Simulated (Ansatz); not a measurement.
The same path of BClH2 + H (5 atoms, charge 0, multiplicity 2) was run twice with different band settings. Lost on the way: B1–H2. Made: H2–H5.

Theory: Ansatz 0.2.0, UKS B3LYP-D4/6-31G*.

Relaxed end points:

```xyz
5
Properties=species:S:1:pos:R:3
B 0.003 0.000 -0.217
H 0.007 0.000 0.973
Cl 1.545 0.000 -1.046
H -0.987 0.000 -0.875
H 0.012 0.000 3.480
```

```xyz
5
Properties=species:S:1:pos:R:3
B 0.040 0.000 -0.585
H -0.019 0.000 2.356
Cl 1.579 0.000 -1.373
H -0.993 0.000 -1.183
H -0.027 0.000 3.100
```

Common settings: movable images 5; climbing image yes; spring 5.0 eV/Å²; start path through a guess of the saddle point; force threshold 0.03 eV/Å; iteration limit 60; end points relaxed.

| run | optimiser | largest step |
| --- | --- | --- |
| 1 | quadratic models (default) | default |
| 2 | fire | 0.02 Å |

Q: What does each run give, and how far can it be trusted?

A: Run 1: converged after 10 iterations, highest image 0.315 eV above the first end. A vibrational analysis at the climbing image gives 2 clearly imaginary modes (1274i, 214i cm⁻¹): a point of higher order. A lower path may pass nearby, or the ends, which weren't checked, may share the extra mode.
Run 2: converged after 26 iterations, highest image 0.315 eV above the first end. Another band between the same ends (5 images) ends at a top of the same energy, where a vibrational analysis finds 2 clearly imaginary modes.
